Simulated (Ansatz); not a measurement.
I need a rigid torsion scan of C4H5F, SMILES CC1=CC1F. Use Ansatz's Python interface. Settings (for the species named): PBE0, cc-pVDZ basis, multiplicity 1, D4 dispersion.

```xyz
10

C    -1.1354   -0.8131   -0.3504
C     0.0178   -0.1585    0.1279
C     0.9854    0.0096    0.9321
C     0.9974    0.9173   -0.1721
F     0.5169    2.1938    0.0562
H    -1.9987   -0.0240   -0.4144
H    -1.0048   -1.1774   -1.3604
H    -1.4634   -1.5677    0.2862
H     1.5484   -0.2580    1.8636
H     1.6196    0.8267   -0.9658
```

`c4h5f_torsion.py`
```python
# -*- coding: utf-8 -*-
"""Energy of C4H5F as one group turns about a bond."""

import ansatz as az
from ase import Atoms

BASIS = "cc-pVDZ"
XC = "pbe0"
VDW = "d4"
FORCE_TOL = 0.02


def main():
    atoms = Atoms(["C", "C", "C", "C", "F", "H", "H", "H", "H", "H"], positions=[
        [-1.1354, -0.8131, -0.3504],
        [0.0178, -0.1585, 0.1279],
        [0.9854, 0.0096, 0.9321],
        [0.9974, 0.9173, -0.1721],
        [0.5169, 2.1938, 0.0562],
        [-1.9987, -0.024, -0.4144],
        [-1.0048, -1.1774, -1.3604],
        [-1.4634, -1.5677, 0.2862],
        [1.5484, -0.258, 1.8636],
        [1.6196, 0.8267, -0.9658],
    ])

    # start the scan from a relaxed geometry
    first = (
        az.Crystal.molecule_from_ase(atoms).calculation()
        .basis(gaussian=BASIS)
        .functional(XC, dispersion=VDW)
        .relax(force_tolerance=FORCE_TOL, max_steps=80)
    )
    atoms.positions = first.run(threads=1, backend="cpu").report["positions_ang"]

    start = atoms.get_dihedral(2, 1, 0, 5)
    energies = {}
    for turn in range(0, 121, 15):
        turned = atoms.copy()
        turned.set_dihedral(2, 1, 0, 5, start + turn, indices=[0, 5, 6, 7])
        model = (
            az.Crystal.molecule_from_ase(turned).calculation()
            .basis(gaussian=BASIS)
            .functional(XC, dispersion=VDW)
        )
        energies[round((start + turn) % 360)] = model.run(threads=1, backend="cpu").report["free_energy_ev"]
    floor = min(energies.values())
    print("dihedral C2-C1-C0-H5 (deg)   E - E(min) (kcal/mol)")
    for angle, e in sorted(energies.items()):
        print(f"{angle:8d} {23.060548 * (e - floor):14.3f}  " + "#" * int(30 * (e - floor) / max(max(energies.values()) - floor, 1e-9)))


if __name__ == "__main__":
    main()
```

```console
$ python c4h5f_torsion.py
dihedral C2-C1-C0-H5 (deg)   E - E(min) (kcal/mol)
     118          0.000
     133          0.188  ####
     148          0.613  ##############
     163          1.039  #########################
     178          1.231  ##############################
     193          1.095  ##########################
     208          0.729  #################
     223          0.354  ########
     238          0.184  ####
```

The scan is rigid and the energies are electronic, in a modest basis. With rigid groups the curve can differ much from the relaxed path, the start wasn't checked as a minimum of this torsion, and equivalent turns needn't return to the same energy. Finished in 26 s on 1 thread of Intel(R) Xeon(R) Processor @ 2.30GHz (shared host), peak memory 0.3 GiB.
